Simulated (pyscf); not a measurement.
## 1,1-elimination: F–SiH(F)–SiH₃ → F–SiH₃ + F–SiH: [singlet]

Gas phase, singlet surface, charge 0. Bonds broken: Si1–Si2, Si2–F3. Bonds formed: Si1–F3. PySCF, gas phase, ωB97X-D3(BJ)/def2-SVP geometries. Correlated levels are frozen-core, on RHF or UHF. ΔMP2 is the change of the MP2 total energy from the triple- to the quadruple-zeta basis.

Transition state (Å):

```xyz
8

Si     0.4972    -0.4286     0.6444
Si    -1.0687    -2.4354     0.5243
F      0.3603    -1.9369     1.6754
F     -0.4751    -3.8428    -0.0579
H      1.0314    -0.6161    -0.7264
H      1.6300     0.0323     1.5012
H     -0.5754     0.5893     0.7730
H     -2.0289    -2.9159     1.5832
```

One imaginary mode, 264i cm⁻¹; descent along it reached the two sides named, in the forms told below.

| bond | change | reactant side (Å) | saddle | product side |
|---|---|---|---|---|
| Si1–Si2 | breaks | 2.326 | 2.548 | 3.3 |
| Si2–F3 | breaks | 1.623 | 1.901 | 2.146 |
| Si1–F3 | forms | 3.2 | 1.832 | 1.688 |

Electronic energies relative to the reactant's lowest minimum found (kcal/mol):

| level | barrier | reaction energy | reverse barrier |
|---|---|---|---|
| ωB97X-D3(BJ)/def2-TZVP | 56.7 | +57.4 | -0.7 |
| PBE/def2-TZVP | 49.9 | +52.2 | -2.3 |
| r²SCAN/def2-TZVP | 54.0 | +56.7 | -2.7 |
| B3LYP-D3(BJ)/def2-TZVP | 53.5 | +50.3 | 3.2 |
| PBE0-D3(BJ)/def2-TZVP | 54.4 | +55.9 | -1.5 |
| M06-2X/def2-TZVP | 54.1 | +50.4 | 3.7 |
| ωB97M-D3(BJ)/def2-TZVP | 52.0 | +48.1 | 3.9 |
| HF/def2-TZVP | 65.2 | +46.7 | 18.5 |
| MP2/def2-QZVPP | 56.2 | +53.0 | 3.2 |
| CCSD/def2-TZVPP | 57.5 | +49.1 | 8.4 |
| CCSD(T)/def2-TZVPP | 55.9 | +49.9 | 6.0 |
| CCSD(T)/def2-TZVPP + ΔMP2(QZVPP) | 55.5 | +50.6 | 4.9 |

With CCSD(T)/def2-TZVPP + ΔMP2(QZVPP) energies and thermal terms (ideal gas, 1 atm, RRHO with modes under 100 cm⁻¹ raised to 100, one conformer, R ln 2 for chiral ones without a mode under 150 cm⁻¹), in kcal/mol:

| T (K) | ΔH‡ | ΔG‡ | ΔH | ΔG |
|---|---|---|---|---|
| 298 | 54.5 | 55.1 | +48.8 | +38.3 |
| 600 | 54.1 | 55.9 | +47.8 | +28.0 |
| 900 | 53.5 | 57.0 | +46.7 | +18.4 |
| 1200 | 53.0 | 58.2 | +45.6 | +9.2 |

On the product side the descent ends in an adduct with a F–Si contact (not fully relaxed), 7.1 kcal/mol under the separated species and 6.4 kcal/mol under the saddle at ωB97X-D3(BJ)/def2-TZVP. At ωB97X-D3(BJ)/def2-TZVP, PBE, r²SCAN, PBE0-D3(BJ) the saddle lies under the separated products, which points to a path from their complex (located at ωB97X-D3(BJ) alone), and parting the products costs more than the saddle. What is counted as broken (F–Si) persists as a longer contact in the product adduct; parting that adduct is a step of its own. One saddle was located; it need not be the lowest between these sides. The CCSD(T) − MP2 part came from Ansatz, without density fitting, on the same reference.
